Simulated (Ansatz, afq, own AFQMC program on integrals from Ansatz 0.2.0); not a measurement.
**BSiH3, singlet: energetics from AFQMC and coupled cluster**

```xyz
5

Si    0.0000    0.0000    0.5052
B     0.0000    0.0000   -1.3160
H     0.0000    1.2660    1.2662
H     0.0000   -1.2660    1.2662
H     0.0000    0.0000   -2.4954
```

Geometry: a PBE0/def2-TZVP stationary point, not shown to be a minimum. Basis aug-cc-pVDZ. Noble-gas cores (and the filled d shells of Ga–Kr and In–Xe) are frozen. Ansatz 0.2.0 and our own AFQMC program on the same integrals; the CISD trial comes from CCSD amplitudes, and released means the phaseless constraint is let go. ± is one standard error of the sampling.

Best estimates are CCSD(T) at the basis-set limit (def2-TZVPP/QZVPP) plus the step from CCSD(T) to the highest rung at hand in aug-cc-pVDZ, named in the table (released AFQMC can keep some 10 meV of bias). No zero-point, core-correlation or spin–orbit terms. Other levels are in aug-cc-pVDZ, the functionals in def2-TZVP; a dash marks a level that is missing or breaks spin symmetry for a member.

Cautions: BSiH₃ (singlet): restricted determinant unstable towards unrestricted (UHF 27 meV lower, ⟨S²⟩ 0.27), its ph-AFQMC/CISD value lies 22 ± 5 meV above CCSDT(Q); BSiH₃ (triplet): another spin lies lower, the released energies move by 1.5 errors or more from one time to the next, so no released level is given (meV from the phaseless value at times in 1/Eh: -6 ± 4 at 0.24, -7 ± 4 at 0.51, -7 ± 3 at 0.99, -2 ± 4 at 1.62, -9 ± 4 at 2.40), though the last usable value meets CCSDT(Q) within the noise; row 1: core correlation is missing, and it shifts such a gap most where an s electron is promoted.

| process | PBE (eV) |
| --- | --- |
| to charge +0, triplet (vertical) | 0.58 |
| to free atoms | 13.71 |

**Question.** From these values, estimate the best estimates.

**Answer.** 
```json
{"process": "to charge +0, triplet (vertical)", "best estimate (eV)": "0.79", "highest rung": "CCSDT(Q)"}
{"process": "to free atoms", "best estimate (eV)": "13.70", "highest rung": "CCSDT(Q)"}
```

Errors against the best estimates in eV, in the same order:

```
        level      error, 1       error, 2
          MP2         -0.11          -1.24
      CCSD(T)          0.00          -1.16
ph-AFQMC/CISD  0.00 ± 0.007  -1.14 ± 0.005
  CCSD(T)/CBS         -0.01          -0.03
          PBE         -0.22           0.01
         PBE0         -0.31          -0.12
        B3LYP         -0.15          -0.01
      wB97M-V         -0.13           0.04
       B2PLYP         -0.11          -0.18
```

Cost at the first geometry (cards were shared with other jobs): PBE0/aug-cc-pVDZ, 3.3 s on 1 thread of AMD EPYC 7R13 Processor (Zen 3), with other jobs on the host; RCCSD(T)/aug-cc-pVDZ, 1.2 s on 1 × NVIDIA H100 80GB HBM3 with 1 thread of AMD EPYC 7R13 Processor (Zen 3), with other jobs on the host; CCSD(T)/def2-QZVPP, 2.8 s on 1 × NVIDIA H100 80GB HBM3 with 1 thread of AMD EPYC 7R13 Processor (Zen 3), on a shared host; CCSDT(Q), 2.2 s on 1 × NVIDIA H100 80GB HBM3 with 1 thread of AMD EPYC 7R13 Processor (Zen 3), on a shared host; ph-AFQMC/CISD with release, 65 s on 1 × NVIDIA H100 80GB HBM3 with 2 threads of AMD EPYC 7R13 Processor (Zen 3), on a shared host.

Best estimates are given only where the step beyond CCSD(T) is under 0.3 eV and no member's determinant is very poor (T1 over 0.05, or 0.07 for open shells, ⟨S²⟩ too high by 0.3, two states mixed), so the hardest cases are missing from such tables.

The functionals ran in a triple-zeta set and keep a basis error of their own, a few kJ/mol for each bond in atomization energies and more for double hybrids, so close places among them and the extrapolated levels can swap.

CCSDT and higher add their correlation energy to the determinant of the CCSD(T) run, since their own runs factorise the integrals more tightly (a shift of under 2 meV). Each member of a difference takes its own highest rung, so a best estimate needn't equal the limit plus the step of one row. A walk keeps the symmetry of its determinant, which the program's search chose and which needn't be the lowest solution, so a lower state of the same spin and another symmetry isn't excluded.
